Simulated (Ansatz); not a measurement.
Calculated with Ansatz (gas phase, PBE0-D4/def2-TZVP geometries, no zero-point term in ΔE). CBS: MP2 limit from def2 TZ/QZ plus the TZ coupled-cluster correction, frozen cores. This one scheme is used for every species. DFT in def2-TZVPP.

Consider the alkene loss: `CC(C)(C)F` → H–F + isobutene.

`CC(C)(C)F`:

Z-matrix (Å, degrees):
```
C
C 1 1.514
H 1 1.092 2 110.5
H 1 1.092 2 110.3 3 120.0
H 1 1.092 2 110.3 3 -120.0
C 2 1.514 1 112.1 3 -63.5
C 2 1.514 1 112.1 3 63.5
F 2 1.406 1 106.7 3 -180.0
H 6 1.092 2 110.3 1 -176.5
H 6 1.092 2 110.3 1 -56.5
H 6 1.092 2 110.5 1 63.5
H 7 1.092 2 110.5 1 -63.5
H 7 1.092 2 110.4 1 176.5
H 7 1.092 2 110.3 1 56.5
```

H–F:

Cartesian coordinates in Å:
```
F 0.078 -0.061 -0.449
H -0.078 0.061 0.449
```

`C=C(C)C`:

Cartesian coordinates in Å:
```
C -0.304 -1.514 -0.041
C -0.043 -0.211 -0.006
C -0.641 0.694 1.024
C 0.869 0.445 -0.994
H 0.136 -2.159 -0.794
H -0.966 -1.977 0.681
H 0.143 1.190 1.607
H -1.291 0.152 1.712
H -1.226 1.489 0.550
H 1.713 0.923 -0.485
H 1.264 -0.268 -1.718
H 0.345 1.238 -1.539
```

Question: Is it downhill or uphill in electronic energy at CCSD(T)/CBS, and by how much? (An estimate is asked.)

Answer: Computed: Uphill: ΔE = +18.5 kcal/mol.

Question: What do these levels give: B97M-V, PBE0-D4, r2SCANh-D4, r2SCAN0-D4, MP2/def2-SVP, HF/def2-TZVPP? (An estimate is asked.)

Answer: Computed: B97M-V 22.3, PBE0-D4 22.0, r2SCANh-D4 23.0, r2SCAN0-D4 23.4, MP2/def2-SVP 23.5, HF/def2-TZVPP 17.8 kcal/mol.

Question: What do rigid-rotor, harmonic-oscillator terms from PBE0-D4/def2-TZVP frequencies (298.15 K, 1 bar) make of the CCSD(T)/CBS value? (Estimate.)

Answer: The calculation gave: ΔZPE = -3.8 kcal/mol, ΔH = +16.1 kcal/mol, ΔS = 153 J/(mol·K), ΔG = +5.2 kcal/mol.

Largest T1 diagnostic among the species: 0.010.

From PBE to PBE0 (25 % exact exchange), in def2-TZVPP and without D4, ΔE moves by +2.0 kcal/mol. Leaving LDA and LC-ωPBE aside and taking each functional with its dispersion term where it has one, the values, not all of them listed here, spread over 8.0 kcal/mol, from BLYP-D4 to ωB97X-V. LDA lies +9.5 kcal/mol from PBE without D4. At CCSD(T), def2-SVP lies +4.9 kcal/mol from the extrapolated value and def2-TZVPP +0.4 kcal/mol.
